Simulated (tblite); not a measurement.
Compound: C₂H₂Cl₂N (doublet state).
Z-matrix (Å and degrees, GFN2-xTB geometry), rows numbered from 1:
```
N 
C   1  1.2152
C   2  1.5280  1  124.48
Cl  3  1.7728  2  109.05  1   119.60
Cl  3  1.7731  2  109.02  1  -119.25
H   2  1.0966  1  123.63  3   179.97
H   3  1.0916  2  110.70  1     0.19
```

Computed with GFN2-xTB (tblite): harmonic, unscaled wavenumbers at the GFN2-xTB geometry, gas phase. This tight-binding method is rough: wavenumbers can miss measured ones by several per cent, in bad cases by 10 to 20. One conformer, not necessarily the lowest. Open shells enter through the occupations alone, without spin polarisation, and single modes of such species can be off by tens of per cent.

Harmonic wavenumbers (cm⁻¹): 65.0, 230.0, 277.6, 310.9, 377.2, 637.2, 713.3, 832.3, 883.3, 1110.9, 1143.1, 1174.2, 1824.7, 2827.4, 2948.5.

A = 3214, B = 2983, C = 1629 MHz; mass 109.956 u (most abundant isotopes); point group Cs, symmetry number 1; spin multiplicity 2.

Task: What is the zero-point energy?

Result: Half the sum of the wavenumbers: 7678 cm⁻¹ = 21.95 kcal/mol.

Task: Give the ideal-gas entropy at 298.15 K and 1 bar in the rigid-rotor, harmonic-oscillator model (classical rotation).

Result: Translation 40.03, rotation 27.42, vibration 11.31, spin (R ln 2) 1.38: S = 80.1 cal/(mol K).

Task: And Cp and H(298.15 K) − H(0)?

Result: Cp = 20.24 cal/(mol K), of which vibrations give 12.29 (their classical limit is 15 R = 29.8); H(298.15 K) − H(0) = 4.22 kcal/mol without the zero-point energy, 1.85 from vibrations.

Task: What must be added to the electronic energy to get the Gibbs energy at 298.15 K and 1 bar?

Result: ZPE + [H(298.15 K) − H(0)] − T·S = 21.95 + 4.22 − 23.89 = 2.28 kcal/mol.

Task: Which modes carry the vibrational entropy at 298.15 K?

Result: 65.0 cm⁻¹: 4.30; 230.0 cm⁻¹: 1.88; 277.6 cm⁻¹: 1.55; 310.9 cm⁻¹: 1.36; 377.2 cm⁻¹: 1.05; 637.2 cm⁻¹: 0.39 cal/(mol K); the other 9 give 0.78 together.

Hindered rotation and anharmonicity are outside this model. Other conformers, if any are populated, would add a mixing term that is left out.

Time: 0.21 s. Hardware: an Arm Neoverse N1 with one thread, shared host with 48 logical CPUs at a one-minute load of 18. The figure is for the frequency step alone.
